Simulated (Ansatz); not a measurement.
This geometry of CH7BSi (10 atoms, charge 0, multiplicity 1) is a first-order saddle point.

Level of theory: RHF/def2-SVP (Ansatz 0.2.0).

```xyz
10
Properties=species:S:1:pos:R:3
B 0.188 -0.761 -1.352
C 0.197 -0.771 0.209
Si -0.231 0.988 0.830
H -0.826 -0.967 -1.963
H 1.181 -0.487 -1.973
H 1.176 -1.020 0.626
H -0.554 -1.442 0.631
H -1.458 0.956 1.660
H 0.884 1.535 1.637
H -0.472 1.918 -0.302
```

Which two structures does it join? (They come from a converged band through this point; their orientation in space is the band's.)

No bond is made or broken. The dihedral B1–C2–Si3–H10 goes from -60 to 61°. The two ends are copies of one structure, up to a mirror image or an exchange of like atoms.

First end point:

```xyz
10
Properties=species:S:1:pos:R:3
B -0.216 -0.918 -1.279
C 0.429 -0.648 0.117
Si -0.097 1.038 0.822
H -1.300 -1.431 -1.367
H 0.335 -0.574 -2.290
H 1.521 -0.620 0.075
H 0.119 -1.382 0.867
H -1.568 1.100 1.000
H 0.549 1.242 2.140
H 0.310 2.141 -0.081
```

Last end point:

```xyz
10
Properties=species:S:1:pos:R:3
B 0.463 -0.719 -1.342
C 0.013 -0.768 0.152
Si -0.312 0.973 0.845
H -0.348 -0.725 -2.230
H 1.625 -0.623 -1.633
H 0.775 -1.204 0.805
H -0.927 -1.312 0.286
H -0.722 0.868 2.265
H 0.909 1.812 0.765
H -1.394 1.649 0.088
```

How far does it lie above each of them?

1.3 kcal/mol above the first and 1.3 kcal/mol above the second. This is the barrier of this one path; another mechanism may lie lower.

Time of the run: 110 s on 1 thread of AMD EPYC (Zen 3) (shared host), peak memory 0.15 GiB.
